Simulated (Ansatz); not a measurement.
**BS (quartet): wB97M-V, B2PLYP over vertical spin and charge gaps, def2-QZVPP**

Aim: run BS (quartet) with these functionals over vertical spin and charge gaps, and hold them against the top wave-function level at the same points.

Computed with Ansatz 0.2.0, Gaussian basis. Level: def2-QZVPP, all electrons in the functionals, frozen cores in the correlation of double hybrids and RPA.

The runs, in order: wB97M-V, B2PLYP, at charge 0, quartet; charge 0, doublet; charge 0, sextet; charge 1, triplet; charge 1, quintet.

## (1) What is computed

The geometry is a PBE0/def2-TZVP stationary point (not a proven minimum).

2 atoms, charge 0, spin multiplicity 4.

Atoms are counted from 1 here; the program's logs count them from 0.

Bond lengths: B1–S2 1.790 Å.

No dispersion term is added; wB97M-V holds VV10 nonlocal correlation.

The geometry shown and the zero of energy belong to the point charge 0, quartet. The yardstick, UCCSD(T), and other wave-function levels (R restricted, U unrestricted, valence and pair active spaces) come from earlier runs.

## (2) wB97M-V, charge 0, quartet

Contents of in.yaml:

```yaml
crystal:
  periodic: [false, false, false]
  atoms:
    - {symbol: B, position_ang: [0.000000, 0.000000, 0.000000]}
    - {symbol: S, position_ang: [0.000000, 0.000000, 1.789500]}
basis:
  gaussian: {orbitals: "def2-QZVPP.json"}
magnetization: {spin_polarized: true, initial_magnetization: 3}
hamiltonian: {xc: {name: wB97M-V}}
output: {orbitals: {seedname: orbitals}}
```

The run is started by

```bash
ansatz run in.yaml --threads 1 --pin off --events-out ev --progress --plain --max-ram 2393MiB
```

Log, cut to the lines that bear on the results:

```text
Functional definition: wB97M-V
  name "wB97M-V"
  cite "Mardirossian & Head-Gordon, J. Chem. Phys. 144, 214110 (2016) doi:10.1063/1.4952647"
  cite "Becke, J. Chem. Phys. 107, 8554 (1997) doi:10.1063/1.475007"
  cite "Vydrov & Van Voorhis, J. Chem. Phys. 133, 244103 (2010) doi:10.1063/1.3521275"
  # Of w^i u^j: cxij and so on, Table III.
[...]
  gx(w, u) = 1 - cx + cx01*u + cx10*w
  gss(w, u) = css00 + css04*u^4 + css10*w + css20*w^2 + css43*w^4*u^3
  gos(w, u) = cos00 + cos10*w + (cos20 + cos21*u)*w^2 + (cos60 + cos61*u)*w^6
[...]
      + integral(e_c_pw_mod_opposite_spin*gos(b97_w_opposite, b97_u_opposite)) + vv10(b, c)
537 factors; their error is unknown
113 factors; integrals over basis functions are off by at most 8.4e-5 eV
[...]
mean field -11505.62208977 eV, -422.8238130084 hartree, gradient 2.8e-5 eV, S^2 3.756066; 3 other end points of the search recorded, 0 dependent functions left out
reference -11505.62212551 eV, -422.8238143217 hartree; 12, 9 occupied and 115, 118 virtual orbitals, 537 factors
Total energy: -11505.62212551 eV, -422.8238143217 hartree
```

Run time: 25 s. Hardware: 1 thread of Arm Neoverse V2, shared host; peak memory 0.33 GiB.

From the report: ⟨S²⟩ of the determinant 3.756 (pure quartet: 3.75).

## (3) wB97M-V, charge 0, doublet

Changes to in.yaml since step 2:

```diff
@@ -7,3 +7,3 @@
   gaussian: {orbitals: "def2-QZVPP.json"}
-magnetization: {spin_polarized: true, initial_magnetization: 3}
+magnetization: {spin_polarized: true, initial_magnetization: 1}
 hamiltonian: {xc: {name: wB97M-V}}
```

The command is unchanged.

Log, cut to the lines that bear on the results:

```text
Functional definition: wB97M-V
  name "wB97M-V"
  cite "Mardirossian & Head-Gordon, J. Chem. Phys. 144, 214110 (2016) doi:10.1063/1.4952647"
  cite "Becke, J. Chem. Phys. 107, 8554 (1997) doi:10.1063/1.475007"
  cite "Vydrov & Van Voorhis, J. Chem. Phys. 133, 244103 (2010) doi:10.1063/1.3521275"
  # Of w^i u^j: cxij and so on, Table III.
[...]
  gx(w, u) = 1 - cx + cx01*u + cx10*w
  gss(w, u) = css00 + css04*u^4 + css10*w + css20*w^2 + css43*w^4*u^3
  gos(w, u) = cos00 + cos10*w + (cos20 + cos21*u)*w^2 + (cos60 + cos61*u)*w^6
[...]
      + integral(e_c_pw_mod_opposite_spin*gos(b97_w_opposite, b97_u_opposite)) + vv10(b, c)
537 factors; their error is unknown
113 factors; integrals over basis functions are off by at most 8.4e-5 eV
[...]
mean field -11508.97373862 eV, -422.9469838318 hartree, gradient 2.6e-5 eV, S^2 0.766714; 1 other end points of the search recorded, 0 dependent functions left out
reference -11508.97377490 eV, -422.9469851648 hartree; 11, 10 occupied and 116, 117 virtual orbitals, 537 factors
Total energy: -11508.97377490 eV, -422.9469851648 hartree
```

Wall time 8.5 s (1 thread of Arm Neoverse V2, shared host).

From the report: ⟨S²⟩ of the determinant 0.767 (pure doublet: 0.75).

From charge 0, quartet: -323.4 kJ/mol.

## (4) wB97M-V, charge 0, sextet

Changes to in.yaml since step 3:

```diff
@@ -7,3 +7,3 @@
   gaussian: {orbitals: "def2-QZVPP.json"}
-magnetization: {spin_polarized: true, initial_magnetization: 1}
+magnetization: {spin_polarized: true, initial_magnetization: 5}
 hamiltonian: {xc: {name: wB97M-V}}
```

The command is unchanged.

Log, cut to the lines that bear on the results:

```text
Functional definition: wB97M-V
  name "wB97M-V"
  cite "Mardirossian & Head-Gordon, J. Chem. Phys. 144, 214110 (2016) doi:10.1063/1.4952647"
  cite "Becke, J. Chem. Phys. 107, 8554 (1997) doi:10.1063/1.475007"
  cite "Vydrov & Van Voorhis, J. Chem. Phys. 133, 244103 (2010) doi:10.1063/1.3521275"
  # Of w^i u^j: cxij and so on, Table III.
[...]
  gx(w, u) = 1 - cx + cx01*u + cx10*w
  gss(w, u) = css00 + css04*u^4 + css10*w + css20*w^2 + css43*w^4*u^3
  gos(w, u) = cos00 + cos10*w + (cos20 + cos21*u)*w^2 + (cos60 + cos61*u)*w^6
[...]
      + integral(e_c_pw_mod_opposite_spin*gos(b97_w_opposite, b97_u_opposite)) + vv10(b, c)
537 factors; their error is unknown
113 factors; integrals over basis functions are off by at most 8.4e-5 eV
[...]
mean field -11501.36289189 eV, -422.6672903732 hartree, gradient 7.1e-5 eV, S^2 8.752523; 0 other end points of the search recorded, 0 dependent functions left out
reference -11501.36292698 eV, -422.6672916628 hartree; 13, 8 occupied and 114, 119 virtual orbitals, 537 factors
Total energy: -11501.36292698 eV, -422.6672916628 hartree
```

Run time: 6 s. Hardware: 1 thread of Arm Neoverse V2, shared host.

From the report: ⟨S²⟩ of the determinant 8.753 (pure sextet: 8.75).

From charge 0, quartet: +411.0 kJ/mol.

## (5) wB97M-V, charge 1, triplet

Changes to in.yaml since step 4:

```diff
@@ -7,3 +7,4 @@
   gaussian: {orbitals: "def2-QZVPP.json"}
-magnetization: {spin_polarized: true, initial_magnetization: 5}
+total_charge: 1
+magnetization: {spin_polarized: true, initial_magnetization: 2}
 hamiltonian: {xc: {name: wB97M-V}}
```

Launched as before.

Log, cut to the lines that bear on the results:

```text
Functional definition: wB97M-V
  name "wB97M-V"
  cite "Mardirossian & Head-Gordon, J. Chem. Phys. 144, 214110 (2016) doi:10.1063/1.4952647"
  cite "Becke, J. Chem. Phys. 107, 8554 (1997) doi:10.1063/1.475007"
  cite "Vydrov & Van Voorhis, J. Chem. Phys. 133, 244103 (2010) doi:10.1063/1.3521275"
  # Of w^i u^j: cxij and so on, Table III.
[...]
  gx(w, u) = 1 - cx + cx01*u + cx10*w
  gss(w, u) = css00 + css04*u^4 + css10*w + css20*w^2 + css43*w^4*u^3
  gos(w, u) = cos00 + cos10*w + (cos20 + cos21*u)*w^2 + (cos60 + cos61*u)*w^6
[...]
      + integral(e_c_pw_mod_opposite_spin*gos(b97_w_opposite, b97_u_opposite)) + vv10(b, c)
537 factors; their error is unknown
113 factors; integrals over basis functions are off by at most 8.4e-5 eV
[...]
mean field -11498.35347719 eV, -422.5566964227 hartree, gradient 8.5e-5 eV, S^2 2.004883; 0 other end points of the search recorded, 0 dependent functions left out
reference -11498.35351517 eV, -422.5566978186 hartree; 11, 9 occupied and 116, 118 virtual orbitals, 537 factors
Total energy: -11498.35351517 eV, -422.5566978186 hartree
```

Run time: 7.5 s. Hardware: 1 thread of Arm Neoverse V2, shared host.

From the report: ⟨S²⟩ of the determinant 2.005 (pure triplet: 2.00).

From charge 0, quartet: +701.3 kJ/mol.

## (6) wB97M-V, charge 1, quintet

Changes to in.yaml since step 5:

```diff
@@ -8,3 +8,3 @@
 total_charge: 1
-magnetization: {spin_polarized: true, initial_magnetization: 2}
+magnetization: {spin_polarized: true, initial_magnetization: 4}
 hamiltonian: {xc: {name: wB97M-V}}
```

Launched as before.

Log, cut to the lines that bear on the results:

```text
Functional definition: wB97M-V
  name "wB97M-V"
  cite "Mardirossian & Head-Gordon, J. Chem. Phys. 144, 214110 (2016) doi:10.1063/1.4952647"
  cite "Becke, J. Chem. Phys. 107, 8554 (1997) doi:10.1063/1.475007"
  cite "Vydrov & Van Voorhis, J. Chem. Phys. 133, 244103 (2010) doi:10.1063/1.3521275"
  # Of w^i u^j: cxij and so on, Table III.
[...]
  gx(w, u) = 1 - cx + cx01*u + cx10*w
  gss(w, u) = css00 + css04*u^4 + css10*w + css20*w^2 + css43*w^4*u^3
  gos(w, u) = cos00 + cos10*w + (cos20 + cos21*u)*w^2 + (cos60 + cos61*u)*w^6
[...]
      + integral(e_c_pw_mod_opposite_spin*gos(b97_w_opposite, b97_u_opposite)) + vv10(b, c)
537 factors; their error is unknown
113 factors; integrals over basis functions are off by at most 8.4e-5 eV
[...]
mean field -11494.56632137 eV, -422.4175210133 hartree, gradient 4.9e-5 eV, S^2 6.002659; 0 other end points of the search recorded, 0 dependent functions left out
reference -11494.56636202 eV, -422.4175225072 hartree; 12, 8 occupied and 115, 119 virtual orbitals, 537 factors
Total energy: -11494.56636202 eV, -422.4175225072 hartree
```

It took 6.5 s on 1 thread of Arm Neoverse V2, shared host.

From the report: ⟨S²⟩ of the determinant 6.003 (pure quintet: 6.00).

From charge 0, quartet: +1066.7 kJ/mol.

## (7) B2PLYP, charge 0, quartet

Contents of in.yaml:

```yaml
crystal:
  periodic: [false, false, false]
  atoms:
    - {symbol: B, position_ang: [0.000000, 0.000000, 0.000000]}
    - {symbol: S, position_ang: [0.000000, 0.000000, 1.789500]}
basis:
  gaussian: {orbitals: "def2-QZVPP.json"}
magnetization: {spin_polarized: true, initial_magnetization: 3}
hamiltonian: {xc: {name: B2PLYP}}
correlation: {electrons: outside_noble_gas}
```

Launched as before.

Log, cut to the lines that bear on the results:

```text
Functional definition: B2PLYP
  name "B2PLYP"
  cite "Grimme, J. Chem. Phys. 124, 034108 (2006) doi:10.1063/1.2148954"
  cite "Becke, Phys. Rev. A 38, 3098 (1988) doi:10.1103/PhysRevA.38.3098"
  cite "Lee, Yang & Parr, Phys. Rev. B 37, 785 (1988) doi:10.1103/PhysRevB.37.785"
[...]
769 factors; integrals over basis functions are off by at most 9.7e-4 eV
[...]
mean field -11500.86731924 eV, -422.6490784141 hartree, gradient 1.6e-6 eV, S^2 3.759683; 4 other end points of the search recorded, 0 dependent functions left out
6 core orbitals not correlated: weight in the atoms' cores, before any rotation towards them, 1.000 or more for the frozen orbitals, at most 0.000 for the correlated occupied ones
reference -11500.86743528 eV, -422.6490826787 hartree; 6, 3 occupied and 115, 118 virtual orbitals, 769 factors
second order -6.75977947 eV of doubles, -0.00000000 eV of singles
Total energy: -11502.69257574 eV, -422.7161553533 hartree
```

It took 9 s on 1 thread of Arm Neoverse V2, shared host.

From the report: ⟨S²⟩ of the determinant 3.760 (pure quartet: 3.75).

## (8) B2PLYP, charge 0, doublet

Changes to in.yaml since step 7:

```diff
@@ -7,3 +7,3 @@
   gaussian: {orbitals: "def2-QZVPP.json"}
-magnetization: {spin_polarized: true, initial_magnetization: 3}
+magnetization: {spin_polarized: true, initial_magnetization: 1}
 hamiltonian: {xc: {name: B2PLYP}}
```

Launched as before.

Log, cut to the lines that bear on the results:

```text
Functional definition: B2PLYP
  name "B2PLYP"
  cite "Grimme, J. Chem. Phys. 124, 034108 (2006) doi:10.1063/1.2148954"
  cite "Becke, Phys. Rev. A 38, 3098 (1988) doi:10.1103/PhysRevA.38.3098"
  cite "Lee, Yang & Parr, Phys. Rev. B 37, 785 (1988) doi:10.1103/PhysRevB.37.785"
[...]
769 factors; integrals over basis functions are off by at most 9.7e-4 eV
[...]
mean field -11503.63349148 eV, -422.7507333692 hartree, gradient 6.6e-6 eV, S^2 0.777403; 0 other end points of the search recorded, 0 dependent functions left out
6 core orbitals not correlated: weight in the atoms' cores, before any rotation towards them, 1.000 or more for the frozen orbitals, at most 0.000 for the correlated occupied ones
reference -11503.63360670 eV, -422.7507376034 hartree; 5, 4 occupied and 116, 117 virtual orbitals, 769 factors
second order -9.01105275 eV of doubles, -0.00000000 eV of singles
Total energy: -11506.06659095 eV, -422.8401481252 hartree
```

It took 4 s on 1 thread of Arm Neoverse V2, shared host.

From the report: ⟨S²⟩ of the determinant 0.777 (pure doublet: 0.75).

From charge 0, quartet: -325.5 kJ/mol.

## (9) B2PLYP, charge 0, sextet

Changes to in.yaml since step 8:

```diff
@@ -7,3 +7,3 @@
   gaussian: {orbitals: "def2-QZVPP.json"}
-magnetization: {spin_polarized: true, initial_magnetization: 1}
+magnetization: {spin_polarized: true, initial_magnetization: 5}
 hamiltonian: {xc: {name: B2PLYP}}
```

Same command.

Log, cut to the lines that bear on the results:

```text
Functional definition: B2PLYP
  name "B2PLYP"
  cite "Grimme, J. Chem. Phys. 124, 034108 (2006) doi:10.1063/1.2148954"
  cite "Becke, Phys. Rev. A 38, 3098 (1988) doi:10.1103/PhysRevA.38.3098"
  cite "Lee, Yang & Parr, Phys. Rev. B 37, 785 (1988) doi:10.1103/PhysRevB.37.785"
[...]
769 factors; integrals over basis functions are off by at most 9.7e-4 eV
[...]
mean field -11496.83834325 eV, -422.5010162774 hartree, gradient 2.5e-6 eV, S^2 8.757973; 0 other end points of the search recorded, 0 dependent functions left out
6 core orbitals not correlated: weight in the atoms' cores, before any rotation towards them, 1.000 or more for the frozen orbitals, at most 0.000 for the correlated occupied ones
reference -11496.83845899 eV, -422.5010205310 hartree; 7, 2 occupied and 114, 119 virtual orbitals, 769 factors
second order -5.66467729 eV of doubles, -0.00000000 eV of singles
Total energy: -11498.36792186 eV, -422.5572272548 hartree
```

It took 3.7 s on 1 thread of Arm Neoverse V2, shared host.

From the report: ⟨S²⟩ of the determinant 8.758 (pure sextet: 8.75).

From charge 0, quartet: +417.3 kJ/mol.

## (10) B2PLYP, charge 1, triplet

Changes to in.yaml since step 9:

```diff
@@ -7,3 +7,4 @@
   gaussian: {orbitals: "def2-QZVPP.json"}
-magnetization: {spin_polarized: true, initial_magnetization: 5}
+total_charge: 1
+magnetization: {spin_polarized: true, initial_magnetization: 2}
 hamiltonian: {xc: {name: B2PLYP}}
```

Same command.

Log, cut to the lines that bear on the results:

```text
Functional definition: B2PLYP
  name "B2PLYP"
  cite "Grimme, J. Chem. Phys. 124, 034108 (2006) doi:10.1063/1.2148954"
  cite "Becke, Phys. Rev. A 38, 3098 (1988) doi:10.1103/PhysRevA.38.3098"
  cite "Lee, Yang & Parr, Phys. Rev. B 37, 785 (1988) doi:10.1103/PhysRevB.37.785"
[...]
769 factors; integrals over basis functions are off by at most 9.7e-4 eV
[...]
mean field -11493.49527839 eV, -422.3781609099 hartree, gradient 8.6e-6 eV, S^2 2.008903; 0 other end points of the search recorded, 0 dependent functions left out
6 core orbitals not correlated: weight in the atoms' cores, before any rotation towards them, 1.000 or more for the frozen orbitals, at most 0.000 for the correlated occupied ones
reference -11493.49539708 eV, -422.3781652717 hartree; 5, 3 occupied and 116, 118 virtual orbitals, 769 factors
second order -6.76072546 eV of doubles, -0.00000000 eV of singles
Total energy: -11495.32079296 eV, -422.4452473328 hartree
```

It took 3.9 s on 1 thread of Arm Neoverse V2, shared host.

From the report: ⟨S²⟩ of the determinant 2.009 (pure triplet: 2.00).

From charge 0, quartet: +711.3 kJ/mol.

## (11) B2PLYP, charge 1, quintet

Changes to in.yaml since step 10:

```diff
@@ -8,3 +8,3 @@
 total_charge: 1
-magnetization: {spin_polarized: true, initial_magnetization: 2}
+magnetization: {spin_polarized: true, initial_magnetization: 4}
 hamiltonian: {xc: {name: B2PLYP}}
```

Same command.

Log, cut to the lines that bear on the results:

```text
Functional definition: B2PLYP
  name "B2PLYP"
  cite "Grimme, J. Chem. Phys. 124, 034108 (2006) doi:10.1063/1.2148954"
  cite "Becke, Phys. Rev. A 38, 3098 (1988) doi:10.1103/PhysRevA.38.3098"
  cite "Lee, Yang & Parr, Phys. Rev. B 37, 785 (1988) doi:10.1103/PhysRevB.37.785"
[...]
769 factors; integrals over basis functions are off by at most 9.7e-4 eV
[...]
mean field -11490.24215498 eV, -422.2586108298 hartree, gradient 4.0e-6 eV, S^2 6.007789; 0 other end points of the search recorded, 0 dependent functions left out
6 core orbitals not correlated: weight in the atoms' cores, before any rotation towards them, 1.000 or more for the frozen orbitals, at most 0.000 for the correlated occupied ones
reference -11490.24228101 eV, -422.2586154610 hartree; 6, 2 occupied and 115, 119 virtual orbitals, 769 factors
second order -5.12271505 eV of doubles, -0.00000000 eV of singles
Total energy: -11491.62541407 eV, -422.3094446636 hartree
```

Wall time 3.6 s (1 thread of Arm Neoverse V2, shared host).

From the report: ⟨S²⟩ of the determinant 6.008 (pure quintet: 6.00).

From charge 0, quartet: +1067.8 kJ/mol.

## (12) The comparison

No level is safe as a reference over these points; UCCSD(T) serves as a yardstick only. It comes from earlier runs at the same points. Energies in kJ/mol, counted from charge 0, quartet; blanks weren't run or aren't comparable.

| level | quartet to doublet | quartet to sextet | ionisation to the triplet cation | ionisation to the quintet cation |
| --- | --- | --- | --- | --- |
| UCCSD(T) | -324.0 | 399.0 | 718.5 | 1069.1 |
| wB97M-V | -323.4 | 411.0 | 701.3 | 1066.7 |
| B2PLYP | -325.5 | 417.3 | 711.3 | 1067.8 |

Largest miss and mean time a point (UCCSD(T) took 9.3 s a point; shared hosts):

| level | largest miss (kJ/mol) | where | time a point |
| --- | --- | --- | --- |
| wB97M-V | -17.2 | ionisation to the triplet cation | 11 s |
| B2PLYP | +18.3 | quartet to sextet | 4.9 s |

## (13) What came out

```
                                  quantity                                            value
              quartet to doublet, UCCSD(T)                                    -324.0 kJ/mol
               quartet to sextet, UCCSD(T)                                     399.0 kJ/mol
ionisation to the triplet cation, UCCSD(T)                                     718.5 kJ/mol
ionisation to the quintet cation, UCCSD(T)                                    1069.1 kJ/mol
                     largest miss, wB97M-V  -17.2 kJ/mol (ionisation to the triplet cation)
                      largest miss, B2PLYP                 +18.3 kJ/mol (quartet to sextet)
```

What this shows: Of the functionals, wB97M-V keep the smallest largest miss at the points compared (at most 17.2 kJ/mol) and B2PLYP strays most (18.3 kJ/mol, at quartet to sextet). Functionals and the yardstick converge differently with the basis, so part of each miss in def2-QZVPP is the basis. The yardstick itself may be off where one determinant is a poor start.
